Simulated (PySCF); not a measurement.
# Rotational lines of HF

Lines J+1 ← J of the vibrational ground state, computed from RHF-CCSD(T) constants of HF, ¹Σ⁺ (singlet), closed shell (PySCF, no relativity, basis sets H def2-TZVPPD, F def2-TZVPPD; masses 1.0078 and 18.9984 u), in MHz:

| J | ν (MHz) |
| --- | --- |
| 5 | 7306053 |
| 6 | 8500484 |
| 7 | 9684189 |
| 8 | 10855632 |
| 9 | 12013283 |

Find B0 and the effective bond length r0; with αe = 0.786 cm⁻¹, find Re.

ν = 2B0(J+1) − 4D(J+1)³ gives B0 = 20.462 cm⁻¹. With the reduced mass μred = 0.95706 u, r0 = √(16.8576/(μred·B0)) (u, cm⁻¹, Å) = 0.9278 Å. Be = B0 + αe/2 = 20.855 cm⁻¹ gives Re = 0.919 Å.

Correlated steps freeze 1 core orbital. Where the molecule has an RHF reference, its open-shell atoms are computed with UHF.
